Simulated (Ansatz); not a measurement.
**BF (triplet): from Hartree-Fock to the top rungs, aug-cc-pVTZ**

How much of the correlation energy of BF (triplet) does each wave-function method recover here?

Computed with Ansatz 0.2.0, Gaussian basis. Level: aug-cc-pVTZ, core rule «outside noble gas», up to 2 orbitals frozen.

To be run: UHF; CCSD(T) on ROHF; CCSD(T) on UHF; BCCD(T) on ROHF; CCSDT(Q) on ROHF; CCSDT(Q) on UHF.

9 further runs of the same task are left out: 4 for a known fault of the program, 5 set aside as unsound or not needed.

### Step 1. The system

The geometry is a PBE0/def2-TZVPD stationary point (not a proven minimum) of the parent state, kept for this charge and spin.

2 atoms, charge 0, spin multiplicity 3.

Atoms are counted from 1 here; the program's logs count them from 0.

Bond lengths: B1–F2 1.403 Å.

### Step 2. UHF

in.yaml

```yaml
crystal:
  periodic: [false, false, false]
  atoms:
    - {symbol: B, position_ang: [0.000000, 0.000000, 0.000000]}
    - {symbol: F, position_ang: [0.000000, 0.000000, 1.402700]}
basis:
  gaussian: {orbitals: aug-cc-pVTZ}
magnetization: {spin_polarized: true, initial_magnetization: 2}
hamiltonian: {xc: hf}
output: {orbitals: {seedname: orbitals}}
```

Launch:

```sh
ansatz run in.yaml --threads 1 --pin off --events-out ev --progress --plain --max-ram 2560MiB --backend cpu
```

Further steps of the session: CCSD(T) on ROHF; CCSD(T) on UHF; BCCD(T) on ROHF; CCSDT(Q) on ROHF; CCSDT(Q) on UHF.

Q: Predict the results of all the runs planned. Wanted: UCCSDT(Q) below the RHF energy; RMP2 from UCCSDT(Q); UMP2 from UCCSDT(Q); RCCSD from UCCSDT(Q); RCCSD(T) from UCCSDT(Q); UCCSD(T) from UCCSDT(Q); RCCSDT(Q) from UCCSDT(Q); T1 diagnostic.

The runs gave:

| quantity | value |
| --- | --- |
| UCCSDT(Q) below the RHF energy | -8.6702 eV |
| RMP2 from UCCSDT(Q) | +38.6 kJ/mol |
| UMP2 from UCCSDT(Q) | +37.6 kJ/mol |
| RCCSD from UCCSDT(Q) | +30.0 kJ/mol |
| RCCSD(T) from UCCSDT(Q) | +2.0 kJ/mol |
| UCCSD(T) from UCCSDT(Q) | +1.9 kJ/mol |
| RCCSDT(Q) from UCCSDT(Q) | +0.5 kJ/mol |
| levels within 1 kcal/mol (43 meV) | RCCSD(T), UCCSD(T), BCCD(T), RCCSDT, UCCSDT, RCCSDT(Q) |
| T1 diagnostic | 0.021 |

In words: RCCSD(T) misses by +2.0 kJ/mol, 0.2 % of the correlation energy. These misses are within one basis, not against nature; the frozen cores of restricted and unrestricted runs differ, which can shift their rows.
